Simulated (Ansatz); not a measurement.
A nudged elastic band was laid between two geometries of CH$_{4}$B (6 atoms, charge 0, multiplicity 2).

Theory: UKS B3LYP-D4/def2-SVP in Ansatz.

| Quantity | Value |
| --- | --- |
| movable images | 5 |
| climbing image | yes |
| spring | 50.0 eV/Å² |
| optimiser | quadratic models (default) |
| start path | IDPP |
| force threshold | 0.05 eV/Å |
| iteration limit | 60 |
| end points | relaxed |

Initial state:

```xyz
6
Properties=species:S:1:pos:R:3
B 0.338 -1.071 0.125
C -0.291 0.300 -0.209
H 1.173 -1.325 0.960
H -1.176 0.279 -0.862
H 0.507 0.851 -0.753
H -0.509 0.903 0.693
```

Final state:

```xyz
6
Properties=species:S:1:pos:R:3
B 0.792 -0.746 0.296
C -0.116 0.369 -0.264
H 0.475 -1.705 0.959
H -1.084 -0.010 -0.643
H 0.339 1.034 -1.015
H -0.365 0.995 0.620
```

Which bonds break or form, and what moves?

No bond is made or broken. The dihedral H3–B1–C2–H4 goes from -168 to -40°. The two ends are copies of one structure, up to a mirror image or an exchange of like atoms.

Give the energies along the band, and the barrier.

The forces met the threshold. The highest image is number 2 of 0 to 6, 0.5 kcal/mol above the ends, which have the same energy within 2 meV. Another band between the same ends (5 images) ends at a top of the same energy, where a vibrational analysis finds 1 clearly imaginary mode.

```csv
image,path coordinate (Å),energy (kcal/mol),dihedral H3–B1–C2–H4 (°)
0,0.00,0.0,-168
1,0.26,0.2,-146
2,0.51,0.5,-123
3,0.71,0.3,-105
4,0.91,0.1,-87
5,1.11,0.0,-64
6,1.30,0.0,-40
```

What is the geometry of the highest image?


```xyz
6
Properties=species:S:1:pos:R:3
B 0.534 -0.985 0.053
C -0.205 0.348 -0.209
H 0.906 -1.492 1.084
H -1.145 0.145 -0.756
H 0.393 0.967 -0.905
H -0.441 0.953 0.686
```

Run time: 63 s on 1 thread of Intel(R) Xeon(R) Platinum 8375C CPU @ 2.90GHz (Ice Lake) (shared host), peak memory 0.12 GiB.
